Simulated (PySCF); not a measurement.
Compound: C₃H₄NP.
Bonds: C1–P2 (double), P2–C3, C3–C4, C4–N5 (triple). Hydrogens: H6, H7 on C1; H8, H9 on C3.

Computed with EOM-IP-CCSD/aug-cc-pVDZ in PySCF, restricted Hartree–Fock reference, frozen core, non-relativistic, gas phase, PBE0-D3(BJ)/def2-SVP geometry.

Hartree–Fock orbital energies give these Koopmans values (eV): HOMO 10.17, HOMO-1 11.03, HOMO-2 12.69, HOMO-3 12.75, HOMO-4 14.70, HOMO-5 15.33, HOMO-6 17.15, HOMO-7 17.36.

Question: What vertical ionisation energies does EOM-IP-CCSD give?

Answer: 
```csv
leading hole (HF orbital),Koopmans (eV),EOM-IP-CCSD (eV),change (eV),one-hole share
HOMO,10.17,10.33,+0.16,0.96
HOMO-1,11.03,10.41,-0.62,0.95
HOMO-3,12.75,12.21,-0.54,0.95
HOMO-2,12.69,12.39,-0.30,0.95
HOMO-5,15.33,12.99,-2.34,0.92
HOMO-4,14.70,13.58,-1.12,0.94
HOMO-6,17.15,15.53,-1.62,0.91
HOMO-7,17.36,16.06,-1.30,0.94
```

Question: Does the order of the lines follow the orbital energies?

Answer: No: the HOMO-3 hole (12.21 eV) falls below the HOMO-2 hole (12.39 eV); the HOMO-5 hole (12.99 eV) falls below the HOMO-4 hole (13.58 eV). The corrections run from -2.34 to +0.16 eV, with a mean of -0.96 eV over the 8 lines; EOM-IP-CCSD lies above the Koopmans value for HOMO. Koopmans values leave out both the relaxation of the orbitals and the change in correlation energy.

Question: At what kinetic energies would He I light (21.22 eV) eject these electrons?

Answer: 10.89 eV (HOMO), 10.81 eV (HOMO-1), 9.01 eV (HOMO-3), 8.83 eV (HOMO-2), 8.23 eV (HOMO-5), 7.64 eV (HOMO-4), 5.69 eV (HOMO-6), 5.16 eV (HOMO-7).

Question: What total energy has the lowest final state, and which wavelength reaches it?

Answer: E(CCSD) + ionisation energy = -511.83275 + 0.37950 = -511.45325 Eh, at the geometry of the initial state. The threshold wavelength is 1239.84 eV nm/10.33 eV = 120.0 nm.

Lines less than 0.15 eV apart could change places at a higher level. One root was sought for each valence orbital with −ε under 21 eV, eight at most, so deeper holes and satellites are missing; no vibrational structure.

Shape of the structure used: `[CH2:1]=[P:2][CH2:3][C:4]#[N:5]`: C1–P2–C3–C4 0°.

One conformer stands for the species.
